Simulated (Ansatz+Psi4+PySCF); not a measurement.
singlet MgO: levels of theory in one basis

```xyz
2

Mg    0.0000    0.0000   -0.8389
O     0.0000    0.0000    1.2583
```

Basis set: cc-pVTZ on O; cc-pCVTZ on Mg (spherical functions). Left uncorrelated: 2 orbitals. Charge 0, multiplicity 1.

Computed with Ansatz (development build ahead of 0.2.0) and Psi4 1.11; each method stands on the lowest determinant of its kind that the runs found.

```
     method  E − E(RHF) (eV)  <S²> of the determinant
        RHF             0.00                     0.00
    RHF-MP2           -15.29                        –
   RHF-CCSD           -15.67                        –
RHF-CCSD(T)           -16.37                        –
```

Caution: stretched shape with no unrestricted run beside it, a lower state can exist; unrestricted orbitals would lower the determinant. Caution for RHF-MP2, RHF-CCSD, RHF-CCSD(T): large amplitudes, a single reference is doubtful. Caution for RHF-CCSD, RHF-CCSD(T): the amplitudes may be one of several solutions.
